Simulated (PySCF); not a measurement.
Method: PySCF energies plus ideal-gas RRHO corrections (1 bar). Table values come from the NASA 1993 polynomials. 6-31G* has spherical d functions here. All species are closed-shell singlets. The harmonic model lacks anharmonicity and excited electronic states, which grow with temperature; levels with a mode under 35 cm⁻¹ are left out. The table's entry may be an old estimate for CS (not checked at source).

Harmonic frequencies at HF/6-31G* (cm⁻¹): 1427. Point group C∞v; S°(298 K) = 210.3 J/mol/K at this level.

Q: Work out Cp and S° of gaseous CS at 500, 800, 1200, 1600, 2000 K from these, and set them beside the table.

A: 
| T (K) | Cp HF/6-31G* | Cp table | S° HF/6-31G* | S° table |
|---|---|---|---|---|
| 500 | 31.5 | 32.2 | 226.0 | 226.5 |
| 800 | 34.0 | 34.7 | 241.4 | 242.3 |
| 1200 | 35.7 | 36.1 | 255.5 | 256.6 |
| 1600 | 36.4 | 36.9 | 265.9 | 267.1 |
| 2000 | 36.7 | 37.3 | 274.1 | 275.4 |
Units J/mol/K.
